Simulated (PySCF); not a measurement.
2-methyl-3-butyn-2-ol, C₅H₈O.
Atom-mapped SMILES: `[CH:1]#[C:2][C:3]([CH3:4])([CH3:5])[OH:6]` (hydrogens: H7 on C1; H8, H9, H10 on C4; H11, H12, H13 on C5; H14 on O6)

Computed geometry: GFN2-xTB, gas phase.

Q: What internal coordinates does the optimisation give?

A: 
| bond | length (pm) | order |
| --- | --- | --- |
| C1≡C2 | 119.7 | triple |
| C2–C3 | 146.4 | single |
| C3–C4, C3–C5 | 153.4 | single |
| C3–O6 | 142.2 | single |
| C1–H7 | 104.9 | single |
| C4–H8 and 5 like bonds | 108.7 | single |
| O6–H14 | 96.3 | single |

Bonds in one row agree within 1 pm and their mean is given. Orders are formal, as drawn. A selection of angles:
| angle | degrees |
| --- | --- |
| C2–C1–H7 | 178.1 |
| C1–C2–C3 | 176.7 |
| C2–C3–C4 | 108.8 |
| C2–C3–O6 | 110.3 |
| C4–C3–C5 | 110.9 |
| C4–C3–O6 | 110.6 |
| C5–C3–O6 | 106.7 |
| C3–C4–H8 | 110.5 |
| H8–C4–H9 | 108.5 |
| C3–O6–H14 | 108.9 |

Dihedral angles: H14–O6–C3–C2 57° (synclinal). The mirror-image conformer, all signs reversed, is as good.

Of the pairs four or more bonds apart, H8···H14 is among the closest relative to their van der Waals radii: 2.51 Å, 105 % of the sum of Bondi's values. O6 (alcohol oxygen) is bent (angle 108.9°). The C–C distances run from 1.197 Å (C1≡C2, drawn triple) to 1.537 Å (C3–C4, drawn single), a spread of 0.340 Å.

No GFN2-xTB frequencies stand behind this structure, so it isn't proved a minimum. One conformer, not necessarily the lowest (C2–C3–O6–H 57°).
